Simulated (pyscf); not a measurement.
Thermochemistry of product channels of H₂C=C=CH₂ + F–F on the singlet surface, in kcal/mol, from CCSD(T)/def2-TZVPP + ΔMP2(QZVPP) energies (ideal gas, 1 atm, RRHO with modes under 100 cm⁻¹ raised to 100, one conformer, R ln 2 for rigid chiral ones). PySCF, gas phase, ωB97X-D3(BJ)/def2-SVP geometries. MP2 and CC: frozen core, UHF for open shells. ΔMP2 is the change of the MP2 total energy from the triple- to the quadruple-zeta basis.

| products | ΔE | ΔH(298 K) | ΔG(298 K) | ΔG(900 K) |
|---|---|---|---|---|
| F–CH₂–C:–CH₂–F [singlet] | -67.7 | -65.9 | -56.5 | -37.7 |
| H₂C=C(F)–CH₂–F | -135.2 | -131.5 | -121.4 | -100.8 |

These are energies of the channels, which say nothing of barriers. F–CH₂–C:–CH₂–F [singlet] lies 70.2 kcal/mol over its isomer H₂C=CH–CH(F)–F, and others may lie lower still (electronic energy, ωB97M-D3(BJ)). H₂C=C(F)–CH₂–F lies 5.9 kcal/mol over its isomer H₂C=CH–CH(F)–F, and others may lie lower still (electronic energy, ωB97M-D3(BJ)). The CCSD(T) − MP2 part came from Ansatz, without density fitting, on the same reference.
